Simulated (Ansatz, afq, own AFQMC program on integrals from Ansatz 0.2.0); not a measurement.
GeH2, singlet in cc-pVDZ, levels against full CI

```xyz
3

Ge    0.0000   -0.0303    0.0000
H     0.0000    1.0906   -1.1335
H     0.0000    1.0906    1.1335
```

Basis cc-pVDZ. Noble-gas cores (and the filled d shells of Ga–Kr and In–Xe) are frozen. Ansatz 0.2.0 and our own AFQMC program on the same integrals; the CISD trial comes from CCSD amplitudes, and released means the phaseless constraint is let go. Error bars are statistical, one sigma. No spin–orbit coupling.

Determinant: RHF, the one that the program's search chose, which needn't be the lowest solution. The geometry is a PBE0/def2-TZVP stationary point of this or a neighbouring charge and spin state.

Full CI on the same integrals is exact in this basis and with this determinant's frozen core.

Cautions: no relativity below Rb; no spin-orbit coupling; inner d shell frozen; restricted determinant unstable towards unrestricted (UHF 27 meV lower, ⟨S²⟩ 0.23).

```
T1 diagnostic                               : 0.0129
weight of the determinant in the CISD state : 0.917
size of the correlated space                : 6 electrons in 23 orbitals
```

Problem. Estimate: order these by the size of their error in total energy against full CI, smallest first.
A. CCSD(T)
B. phaseless AFQMC with a CISD trial
C. MP2
D. CCSD

Solution. B (0.06 ± 0.03 kcal/mol), A (0.38 kcal/mol), D (1.63 kcal/mol), C (18.18 kcal/mol).

Reference: full CI, correlation energy -3.066 eV.

A walk keeps the symmetry of its determinant, which the program's search chose and which needn't be the lowest solution, so a lower state of the same spin and another symmetry isn't excluded.
